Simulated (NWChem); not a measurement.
System: sulfur dioxide (SO₂); SMILES O=S=O

```xyz
3

O      1.2504     0.0000     0.3736
S      0.0000     0.0000    -0.3691
O     -1.2504     0.0000     0.3736
```
Atoms are numbered in this order, from 1.

Level: PBE0/def2-SVP (NWChem), optimised geometry, unscaled harmonic frequencies. 

```tsv
frequency (cm⁻¹)	IR intensity (km/mol)
523	39.1
1193	34.3
1384	175.9
```

- zero-point energy: 4.4 kcal/mol
- thermal correction to the enthalpy at 298.15 K (with zero-point energy): 6.9 kcal/mol
- heat capacity Cv: 7.5 cal/(mol K)
- entropy at 298.15 K and 1 atm (symmetry number 2): 59.3 cal/(mol K)
- dipole moment: 1.83 D

Rigid rotor and harmonic oscillator.
